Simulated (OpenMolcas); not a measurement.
## A ladder of methods for AlH2S (SMILES [AlH][SH])

AlH2S: 4 atoms, total charge 0, spin state doublet. As SMILES, `[AlH][SH]`. Geometry: a GFN2-xTB relaxation, a rough one for these elements and not checked as a minimum.

```xyz
4

Al    0.0204   -1.0177   -0.2871
S     0.9291    0.9979   -0.1091
H    -0.7808   -1.5874    0.9406
H    -0.1687    1.6072   -0.5445
```

Quantity: the energy change with the S2–H4 bond stretched from 1.329 to 2.658 Å, in eV. The values are calculated.

```tsv
level	kind	program	value (eV)	less FCI/STO-3G	CPU time (all runs)
UHF/STO-3G	Hartree–Fock	OpenMolcas	3.39	+0.03	3.2 s
USVWN5/STO-3G	LDA	OpenMolcas	4.01	+0.65	8.2 s
UPBE/STO-3G	GGA	OpenMolcas	3.70	+0.34	11 s
U-r2SCAN/STO-3G	meta-GGA	OpenMolcas	3.92	+0.56	14 s
UM06-2X/STO-3G	hybrid meta-GGA	OpenMolcas	4.30	+0.94	22 s
CASSCF(3,3)/STO-3G	multireference	OpenMolcas	3.26	-0.10	3.1 s
FCI/STO-3G	exact in the basis	OpenMolcas	3.36	0.00	9.8 s
```

FCI/STO-3G is exact within its basis and frozen core, so for wave-function methods in that basis the difference is their error; functionals converge differently with the basis, so for them it is only a difference. The first shape isn't each level's own minimum. The values span 3.26 to 4.30 eV. Spin contamination of the reference (⟨S²⟩ at least 0.1 too high) touches UHF/STO-3G, UPBE/STO-3G, UM06-2X/STO-3G. All rows use very small basis sets, so even the best lies far from the true value. Times are those of the runs behind each value, whatever else they computed, on shared processors of several kinds: orders of magnitude only.
